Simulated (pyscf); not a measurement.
H₃C–S–CH₃ (SMILES CSC) → CH₄ (SMILES C) + H₂C=S (SMILES C=S), an elimination (singlet surface; C–S, C–H broken, C–H formed). Optimised with ωB97X-D3(BJ)/def2-SVP in PySCF. Correlated levels are frozen-core, on RHF or UHF. ΔMP2 is the change of the MP2 total energy from the triple- to the quadruple-zeta basis. Energies in kcal/mol from the reactant's lowest minimum found.

Small-basis levels: PySCF, no dispersion term, spherical d functions. AM1 to PM7: differences of heats of formation from MOPAC, which are fitted to 298 K values and so differ in kind from electronic energies by zero-point and thermal terms. GFN2-xTB: tblite. 

| level | barrier | reaction energy |
|---|---|---|
| HF/3-21G | 105.0 | +20.1 |
| SVWN5/6-31G* | 79.6 | +33.6 |
| BP86/6-31G* | 79.1 | +21.9 |
| PBE/6-31G* | 80.3 | +24.3 |
| B3LYP/STO-3G | 124.1 | +43.0 |
| B3LYP/3-21G | … | +20.2 |
| B3LYP/LANL2DZ | … | +18.1 |
| M06-2X/6-31G* | 94.5 | +26.0 |
| GFN2-xTB | 83.3 | +29.2 |
| AM1 | 103.3 | +32.5 |
| PM6 | 104.6 | +30.9 |
| PM7 | 109.5 | +27.2 |
| CCSD(T)/def2-TZVPP + ΔMP2(QZVPP) | … | +22.2 |

**Question.** Some entries are withheld; supply them.

**Answer.** 
- B3LYP/3-21G, barrier: 80.0
- B3LYP/LANL2DZ, barrier: 80.5
- CCSD(T)/def2-TZVPP + ΔMP2(QZVPP), barrier: 83.9

Against the last row the barrier runs from -4.8 (BP86/6-31G*) to +40.2 kcal/mol (B3LYP/STO-3G). CCSD(T)/def2-TZVPP + ΔMP2(QZVPP) has limits of its own. On the reactant side the descent ends in a point that may be a rotor saddle (no frequency run), 2.0 kcal/mol over the lowest minimum found and 95.2 kcal/mol under the saddle at ωB97X-D3(BJ)/def2-TZVP. At ωB97X-D3(BJ)/def2-TZVP the barrier from the zero used here is 97.2 kcal/mol. The same reactants have a lower exit, to CH₃• + H₃C–S• (no saddle counted: cutting one bond costs +78.6 kcal/mol at ωB97M-D3(BJ)/def2-TZVP, against +92.6 kcal/mol here). This is the saddle that the search found; another between the same sides may lie lower. One closed-shell reference is unstable to symmetry breaking; treat the single-reference values with care. The CCSD(T) − MP2 part came from Ansatz, without density fitting, on the same reference. The largest closed-shell T1 diagnostic is 0.030, which may signal static correlation.
